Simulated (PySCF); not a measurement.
# CH7PSi: the cost of one run

Programs: PySCF 2.14.0, with density-fitted response routines of our own. Each step states its level of theory. These are calculated values for one molecule, in the gas phase or a continuum, unless marked as measured. Atoms count from 0, in the outputs and in this text.

## Step 1: The molecule as given

10 atoms, charge 0, multiplicity 1; geometry from: GFN2-xTB. The atoms were then displaced at random by about 0.01 Å, so the start is not that level's minimum.

Bonds of the start (Å): C0–Si1 1.89, Si1–P2 2.23, C0–H3 1.09, C0–H4 1.07, C0–H5 1.06, Si1–H6 1.47, Si1–H7 1.47, P2–H8 1.36, P2–H9 1.39.

## Step 2: Geometry optimisation at PBE0-D3(BJ)/def2-SVP

Job settings and geometry (Å):

```
{"job": {"xc": "PBE0", "basis": "def2-SVP", "d3": "d3bj", "grid": 1, "shake": 0.01, "kind": "geom"}, "charge": 0, "multiplicity": 1}
C     -1.412510    -0.523700    -0.127940
Si     0.041310     0.686610    -0.116160
P      1.704540    -0.352220     0.945120
H     -2.286490    -0.009490    -0.528760
H     -1.663480    -0.856140     0.860110
H     -1.237010    -1.366280    -0.750020
H      0.400780     1.078070    -1.489320
H     -0.241940     1.908960     0.649550
H      2.062370    -1.167430    -0.085150
H      2.682870     0.580690     0.621510
```

Started as:

```bash
$ OMP_NUM_THREADS=1 python probes_run.py task.json out
```

One launch serves the whole session: the jobs run in the order shown.

**Question.** How long does this first job take on 1 thread of Intel Xeon Platinum 8488C, shared host, and how much memory does it need?

About 13 s, with a peak of 0.37 GiB.
